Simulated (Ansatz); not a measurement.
F3NS (`N#S(F)(F)F`). Total charge 0; spin multiplicity 1. The geometry is a stationary point of PBE0-D4/def2-TZVP.

```xyz
5

N    -0.885   -1.217    0.625
S    -0.120   -0.165    0.085
F    -0.637    1.300    0.022
F     1.267    0.242    0.658
F     0.375   -0.161   -1.389
```

Task: What is the dipole moment at r2SCAN/def2-TZVPP? (Estimate.)

Result: The calculation gave: 2.09 D, with components (1.14, 1.56, -0.80) D in this frame, pointing from negative to positive charge.

Task: And with PBE, B3LYP, ωB97M-V? (Best estimate.)

Result: Computed: PBE 2.04 D, B3LYP 2.05 D, ωB97M-V 2.15 D.

Task: Give the Mulliken charges with r2SCAN, ωB97M-V, PBE in def2-TZVPP. (Best estimate.)

Result: The calculation gave: 
| atom | r2SCAN | ωB97M-V | PBE |
| --- | --- | --- | --- |
| N1 | -0.32 | -0.30 | -0.25 |
| S2 | 0.77 | 0.75 | 0.60 |
| F3 | -0.15 | -0.15 | -0.12 |
| F4 | -0.15 | -0.15 | -0.12 |
| F5 | -0.15 | -0.15 | -0.12 |

B3LYP here is the variant with VWN-RPA as its local correlation; programs differ in this.
